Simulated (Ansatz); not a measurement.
The input, for Ansatz 0.2.0:

```yaml
crystal:
  periodic: [false, false, false]
  atoms:
    - {symbol: Al, position_ang: [-0.015433, -0.009008, 2.441006]}
    - {symbol: Al, position_ang: [-0.016266, -0.025151, -0.251447]}
    - {symbol: C, position_ang: [0.031698, 0.034159, -2.189560]}
basis:
  gaussian: {orbitals: STO-3G, point_charges: [{charge: 0.50, position_ang: [4.804, 0.932, -0.406]}]}
magnetization: {spin_polarized: false, initial_magnetization: 2}
correlation: {method: fic_mrcisd_q, electrons: all, active_space: {window: {electrons: 12, orbitals: 7}, states: [{multiplicity: 3, weights: [0.5, 1, 0.5]}], root: 0}}
scf: {lower_state_search: off}
```

```sh
$ ansatz run in.yaml --threads 1 --pin off --events-out ev --progress --plain --max-ram 2393MiB
```

Task: Roughly how long does this take on 1 thread of Arm Neoverse V1, shared host, and how much host memory?

Result: 3.3 s wall and 0.16 GiB.

```
these checks for a lower state are left out or cut short: stability, starts, cluster_reference, orbital_swaps, neighbouring_geometries, increment
376 factors; integrals over basis functions are off by at most 2.5e-8 eV
mean field evaluation 1: about -14002.9762 eV, gradient 3.3e1 eV
mean field evaluation 2: about -14002.9896 eV, gradient 3.3e1 eV
mean field evaluation 4: about -14012.1453 eV, gradient 1.2e1 eV
mean field evaluation 8: about -14014.5739 eV, gradient 3.9e0 eV
mean field evaluation 16: about -14016.2414 eV, gradient 1.7e0 eV
mean field -14016.26540548 eV, -515.0882530856 hartree, gradient 1.6e-6 eV, S^2 2.000000; 0 other end points of the search recorded, 0 dependent functions left out
reference -14016.26540548 eV, -515.0882530856 hartree; 17, 15 occupied and 6, 8 virtual orbitals, 376 factors
state -14016.05152346 eV, -515.0803930661 hartree
state -14014.34769941 eV, -515.0177786872 hartree
state -14014.05691071 eV, -515.0070923995 hartree
contracted CI cycle   1: correlation 0.00000000 eV, 0.0000000000 hartree, residual 1.25e1 eV
contracted CI cycle   2: correlation -3.02297490 eV, -0.1110922784 hartree, residual 4.94e0 eV
contracted CI cycle   3: correlation -3.38570507 eV, -0.1244223663 hartree, residual 2.53e0 eV
contracted CI cycle   4: correlation -3.48399256 eV, -0.1280343651 hartree, residual 1.45e0 eV
contracted CI cycle   5: correlation -3.50790028 eV, -0.1289129574 hartree, residual 6.33e-1 eV
...
state -14016.05152346 eV, -515.0803930661 hartree; corrected -14020.08280316 eV, -515.2285398626 hartree
...
state -14014.34769941 eV, -515.0177786872 hartree; corrected -14019.82746720 eV, -515.2191564390 hartree
...
contracted CI cycle   7: correlation -4.44373906 eV, -0.1633043984 hartree, residual 2.98e-1 eV
contracted CI cycle   8: correlation -4.44509515 eV, -0.1633542337 hartree, residual 1.83e-1 eV
contracted CI cycle   9: correlation -4.44556586 eV, -0.1633715320 hartree, residual 1.08e-1 eV
contracted CI cycle  10: correlation -4.44574560 eV, -0.1633781374 hartree, residual 7.42e-2 eV
contracted CI cycle  11: correlation -4.44580295 eV, -0.1633802449 hartree, residual 3.60e-2 eV
contracted CI cycle  12: correlation -4.44582135 eV, -0.1633809212 hartree, residual 2.37e-2 eV
contracted CI cycle  13: correlation -4.44582818 eV, -0.1633811723 hartree, residual 1.35e-2 eV
contracted CI cycle  14: correlation -4.44583058 eV, -0.1633812602 hartree, residual 7.13e-3 eV
contracted CI cycle  15: correlation -4.44583119 eV, -0.1633812829 hartree, residual 3.86e-3 eV
contracted CI cycle  16: correlation -4.44583138 eV, -0.1633812896 hartree, residual 2.13e-3 eV
state -14014.05691071 eV, -515.0070923995 hartree; corrected -14020.04380210 eV, -515.2271066002 hartree
WARN: 3 active orbitals are nearly empty or full. The corrections depend on them more than the energy does, and are more stable in an active space without them
Total energy: -14020.08280316 eV, -515.2285398626 hartree
Checks for a lower state left out: stability, starts, cluster_reference, orbital_swaps, neighbouring_geometries, increment
```

Natural occupations, averaged over the states: 2.0000 2.0000 2.0000 1.9999 1.5000 1.2501 1.2500.

Before any correction even the lowest state lies above the reference determinant, by 0.21 eV, so the averaged orbitals or the space serve it badly. The correction changes the order of the states.
